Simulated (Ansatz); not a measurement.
Two structures of CH₅ClMg, singlet, reached by relaxing down either side of one saddle point (PBE0-D4/def2-TZVP). Energies are electronic, without zero-point energy. Ansatz 0.2.0; basis: def2-TZVPP and def2-QZVPP; cores frozen in the correlated methods. The outer core shell of Li, Na, Mg and K is correlated. The def2 sets are not built for correlating such inner shells, so the correlated values are less sure here. Extrapolation: Hartree–Fock as exp(−7.88 √X), correlation as X^−2.97. First:

```xyz
8
angstrom
Mg -0.6471 -0.5123 -0.5389
C 1.3354 -0.3383 0.0263
Cl -2.6577 -0.9541 -1.3186
H -1.2634 1.4519 0.8557
H -1.9358 1.2716 0.5696
H 1.4934 0.5000 0.7118
H 1.9863 -0.1771 -0.8383
H 1.6890 -1.2418 0.5322
```

Second:

| atom | x (Å) | y (Å) | z (Å) |
| --- | --- | --- | --- |
| Mg1 | -1.6624 | 0.0527 | -0.3194 |
| C2 | 1.0639 | 0.0535 | 0.2722 |
| Cl3 | -1.6149 | -1.6872 | -1.6625 |
| H4 | 0.5672 | 0.8709 | 0.8001 |
| H5 | -2.1238 | 1.3831 | 0.6156 |
| H6 | 2.1233 | 0.0830 | 0.5247 |
| H7 | 0.9742 | 0.1633 | -0.8116 |
| H8 | 0.6725 | -0.9193 | 0.5807 |

**Question.** Which bonds change from the first to the second?

**Answer.** CH₃ClMg ([CH3][Mg][Cl]) + H₂ → MgHCl ([MgH][Cl]) + CH₄; bonds formed: Mg1–H5, C2–H4; bonds broken: Mg1–C2, H4–H5.

**Question.** Give the saddle point's structure and its height above each. (To be estimated.)

**Answer.** The calculation gives: 127.9 kJ/mol above the first and 164.8 kJ/mol above the second (CCSD(T) at an estimated basis limit (MP2 extrapolated from triple and quadruple zeta, plus CCSD(T) − MP2 in triple zeta)).
```xyz
8
angstrom
Mg -1.1305 -0.2520 -0.4411
C 0.9473 -0.0069 0.2000
Cl -2.3938 -1.5124 -1.6955
H -0.2591 0.8355 0.5937
H -1.2131 1.2329 0.6960
H 1.5215 0.6633 0.8454
H 1.4141 0.0586 -0.7925
H 1.1137 -1.0191 0.5939
```

T1 diagnostic: at most 0.008. The start structure is not quite a true minimum (one mode of 44i cm⁻¹). The end structure is not quite a true minimum (one mode of 37i cm⁻¹).

Labels in which every atom is bracketed show which atoms are joined, not bond orders.

For scale, one of the runs: CCSD(T)/def2-TZVPP, 175 basis functions (an equivalent command: `ansatz run in.yaml --threads 2`). Time: 25 s of wall clock on 2 CPU threads; the host was shared. Peak host memory: 1.8 GiB.
